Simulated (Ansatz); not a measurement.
The inner images of a band of HS₂Si (4 atoms, charge 0, multiplicity 2) are given out of order.

Level of theory: UKS BHLYP-D4/def2-SVP (Ansatz).

Image 0:

```xyz
4
Properties=species:S:1:pos:R:3
S -1.548 -0.483 1.064
Si 0.151 0.032 -0.017
S 0.074 0.382 -1.925
H 1.323 0.069 0.878
```

Image 6:

```xyz
4
Properties=species:S:1:pos:R:3
S -0.585 -0.317 1.102
Si 0.512 0.218 -0.652
S -0.404 0.383 -2.373
H 0.477 -0.283 1.923
```

Q: Put them in order from the first end to the last, with their energies above the first end.
A.
```xyz
4
Properties=species:S:1:pos:R:3
S -1.141 -0.458 1.311
Si 0.089 0.060 -0.233
S 0.144 0.435 -2.136
H 0.908 -0.037 1.057
```
B.
```xyz
4
Properties=species:S:1:pos:R:3
S -0.924 -0.425 1.342
Si 0.141 0.087 -0.328
S 0.076 0.440 -2.229
H 0.707 -0.101 1.215
```
C.
```xyz
4
Properties=species:S:1:pos:R:3
S -0.682 -0.360 1.231
Si 0.349 0.165 -0.557
S -0.226 0.420 -2.393
H 0.559 -0.226 1.719
```
D.
```xyz
4
Properties=species:S:1:pos:R:3
S -1.375 -0.484 1.233
Si 0.096 0.043 -0.134
S 0.160 0.419 -2.035
H 1.119 0.022 0.936
```
E.
```xyz
4
Properties=species:S:1:pos:R:3
S -0.764 -0.394 1.330
Si 0.229 0.124 -0.451
S -0.060 0.437 -2.332
H 0.594 -0.167 1.453
```

A: D (+3.4 kcal/mol), A (+15.3 kcal/mol), B (+29.1 kcal/mol), E (+11.8 kcal/mol), C (-0.6 kcal/mol).

The run took 87 s on 1 thread of Arm Neoverse V2, on a shared host, peak memory 0.16 GiB.
